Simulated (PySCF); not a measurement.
## Simulated absorption spectrum

Sulfur dicyanide, C2N2S.
Numbering: `[N:1]#[C:2][S:3][C:4]#[N:5]`

The calculation used TDDFT B3LYP/def2-SVPD, vertical, gas phase, core orbitals frozen in the response in PySCF 2.14.0, density-fitted response routines. Isolated species at its GFN2-xTB geometry, gas phase.

Computed states:

| state | E (eV) | f |
| --- | --- | --- |
| S1 | 5.31 | 0.0000 |
| S2 | 5.53 | 0.0012 |
| S3 | 6.82 | 0.0022 |
| S4 | 6.82 | 0.021 |
| S5 | 7.33 | 0.0005 |
| S6 | 7.47 | 0.0000 |
| S7 | 7.55 | 0.0062 |
| S8 | 7.59 | 0.016 |

Each state is given a Gaussian of 0.3 eV full width at half maximum, with ε(max) = 2.175×10⁸ f / Δν̃ (Δν̃ the width in cm⁻¹). The width is an assumption, not a result. The curve ends short of the highest state used, and states not computed would add to its high-energy end.

**Question.** What does the envelope look like, and where are its maxima?

**Answer.** 
```
λ (nm)  ε (L mol⁻¹ cm⁻¹)
 177.4               876
 179.2              1558
 181.0              2042
 182.8              2007
 184.6              1503
 186.4               871
 188.2               397
 190.1               135
 191.9                39
 193.7                 9
 195.5                 2
 197.3                 0
 199.1                 0
 200.9                 0
 202.7                 0
 204.5                 0
 206.3                 0
 208.2                 0
 210.0                 1
 211.8                 4
 213.6                10
 215.4                21
 217.2                38
 219.0                60
 220.8                83
 222.6                99
 224.4               105
 226.2                99
 228.1                81
 229.9                61
 231.7                41
 233.5                25
 235.3                14
 237.1                 7
 238.9                 3
 240.7                 1
 242.5                 1
 244.3                 0
 246.2                 0
 248.0                 0
 249.8                 0
 251.6                 0
 253.4                 0
 255.2                 0
```

Maxima: 224 nm (5.53 eV), ε about 110, made up of S2 (100%); 182 nm (6.82 eV), ε about 2100, made up of S4 (90%) (ε in L mol⁻¹ cm⁻¹; maxima over ε = 5, shares over 10%).

**Question.** On this curve, what absorbance would a 10⁻⁵ mol/L sample give at 222 nm over a 1 cm path?

**Answer.** 222 nm is 5.585 eV, where ε is about 95 L mol⁻¹ cm⁻¹, so A = ε c l ≈ 0.00095 (Beer–Lambert, with the gas-phase spectrum and the assumed width).

**Question.** Coming from long wavelengths, where does ε first pass 100 L mol⁻¹ cm⁻¹?

**Answer.** At about 226 nm (5.49 eV), 0.18 eV above S1.

**Question.** What would ε be at 6.82 eV, the highest of these maxima, with half the width (0.15 eV)?

**Answer.** About 4200 L mol⁻¹ cm⁻¹ against 2100, a factor of about 2.00; a lone state at its own centre would give exactly 2.

Hardware: one thread, x86-64 server, no GPU, on a shared host. Cost: 4.2 s wall.
